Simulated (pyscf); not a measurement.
H₃C–Al(CH₃)–Cl (SMILES [CH3][Al]([CH3])[Cl]) + HF (SMILES F) → H₃C–Al(CH₃)–F (SMILES [CH3][Al]([CH3])[F]) + HCl (SMILES Cl) (four-centre exchange; singlet surface; Al–Cl, F–H broken, Al–F, Cl–H formed). Single points on ωB97X-D3(BJ)/def2-SVP structures (PySCF, gas phase). Energies in kcal/mol from the separated reactants.

```csv
level,barrier,reaction energy
PBE/def2-TZVP,-11.6,-5.8
r²SCAN/def2-TZVP,?,-5.7
B3LYP-D3(BJ)/def2-TZVP,-9.1,-6.0
M06-2X/def2-TZVP,?,?
ωB97M-D3(BJ)/def2-TZVP,-8.4,-5.6
HF/def2-TZVP,5.4,-5.4
```

### Question
Some entries are withheld; supply them.

### Answer

- r²SCAN/def2-TZVP, barrier: -12.1
- M06-2X/def2-TZVP, barrier: -8.5
- M06-2X/def2-TZVP, reaction energy: -4.8

On the reactant side the descent ends in an adduct with a Al–F contact, 13.7 kcal/mol under the separated species and 5.1 kcal/mol under the saddle at ωB97X-D3(BJ)/def2-TZVP. On the product side the descent ends in an adduct with a Al–Cl contact, 9.5 kcal/mol under the separated species and 4.2 kcal/mol under the saddle at ωB97X-D3(BJ)/def2-TZVP. At PBE, r²SCAN, B3LYP-D3(BJ), M06-2X, ωB97M-D3(BJ) the saddle lies under the separated reactants, which points to a path from their complex (located at ωB97X-D3(BJ) alone). At PBE, r²SCAN, B3LYP-D3(BJ), M06-2X, ωB97M-D3(BJ) the saddle lies under the separated products, which points to a path from their complex (located at ωB97X-D3(BJ) alone). What is counted as formed (Al–F) is already present as a longer contact in the reactant adduct; forming that adduct is a step of its own. What is counted as broken (Al–Cl) persists as a longer contact in the product adduct; parting that adduct is a step of its own. This is the saddle that the search found; another between the same sides may lie lower.
